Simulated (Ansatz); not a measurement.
Geometry optimisation, UKS PBE0/def2-SVP in Ansatz 0.2.0.

Input file:

```yaml
crystal:
  periodic: [false, false, false]
  atoms:
    - { symbol: "N", position_ang: [-1.474, 0.0638, -0.1049] }
    - { symbol: C, position_ang: [-0.2543, -0.1477, 0.0609] }
    - { symbol: C, position_ang: [0.4586, -1.13, 0.5975] }
    - { symbol: S, position_ang: [2.1634, -0.5246, 0.3462] }
    - { symbol: C, position_ang: [0.9725, 0.7022, -0.3673] }
    - { symbol: H, position_ang: [-2.263, -0.5022, 0.1892] }
    - { symbol: H, position_ang: [-1.848, 0.9485, -0.5697] }
    - { symbol: H, position_ang: [0.1867, -2.0349, 1.0815] }
    - { symbol: H, position_ang: [1.0446, 1.7089, 0.174] }
    - { symbol: H, position_ang: [1.0967, 0.8649, -1.4046] }
magnetization:
  spin_polarized: true
basis:
  gaussian: { orbitals: def2-SVP }
hamiltonian:
  xc: pbe0
relax:
  f_tol: 0.02
  max_steps: 50
output:
  orbitals: {}
```

Launched with:

```bash
$ ansatz run input.yaml --threads 2 --pin off --max-ram 3072MiB --backend cpu --events-out ev --progress --plain --runs-dir out
```

Question: Where does it end, and by what steps?

Answer: The forces met the threshold. After 12 steps the energy has fallen by 0.761 eV; H7 moved furthest, 0.30 Å. The start is strongly strained (largest force component 9 eV/Å).

```csv
step,energy less start (eV),largest force component (eV/Å),accepted
0,0.0000,8.624,yes
1,-0.6186,2.634,yes
2,-0.7047,0.539,yes
3,-0.7123,0.284,yes
4,-0.7189,0.133,yes
5,-0.7260,0.499,yes
6,-0.7267,0.553,yes
7,-0.6466,2.084,no
8,-0.7566,0.188,yes
9,-0.7567,0.440,yes
10,-0.7608,0.065,yes
11,-0.7610,0.046,yes
12,-0.7612,0.018,yes
```

```xyz
10
Properties=species:S:1:pos:R:3
N -1.522 0.066 -0.322
C -0.204 -0.146 0.024
C 0.463 -1.143 0.642
S 2.112 -0.488 0.409
C 0.954 0.722 -0.374
H -2.185 -0.544 0.144
H -1.821 1.035 -0.281
H 0.171 -2.079 1.117
H 1.004 1.715 0.102
H 1.113 0.810 -1.459
```

Whether the end is a true minimum wasn't checked by a vibrational analysis.

Time of the run: 26 s on 2 threads of Intel(R) Xeon(R) 6975P-C (Granite Rapids) (shared host), peak memory 0.3 GiB.
